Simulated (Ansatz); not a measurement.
Elastic constant C12 (GPa) of solids drawn from the class of oxides, at two levels: PBE (Ansatz, a program for electronic structure, plane waves, PAW), and PBE0 in Ansatz (plane waves, PAW).

```csv
solid,PBE,PBE0,shift (%)
cubic perovskite KTaO3,75.0,85.4,+13.9
rock-salt SrO,46.9,51.3,+9.4
rutile TiO2,169,198,+17.2
cubic perovskite BaZrO3,79.1,87.8,+11.0
stishovite (SiO2),163,202,+24
rock-salt CaO,57.4,61.5,+7.1
cubic perovskite BaHfO3,78.9,86.4,+9.5
rock-salt MgO,90.0,97.4,+8.2
rutile SnO2,140,175,+25
rock-salt BaO,46.0,50.2,+9.1
```

The shifts run from +7.1 % to +25 %, with a median of +10.3 %.

Over all 10 rows PBE0 is the larger in 10.

Ansatz's runs of these crystals have no spin polarisation.

Spin–orbit coupling is left out, also for the solids with elements from indium on (cubic perovskite KTaO3, cubic perovskite BaZrO3, cubic perovskite BaHfO3, rutile SnO2, rock-salt BaO); its size isn't shown.

Each level is taken at its own relaxed cell. Ansatz's density-functional and Hartree–Fock values are scalar-relativistic unless marked +SOC, with PAW data made under PBE.
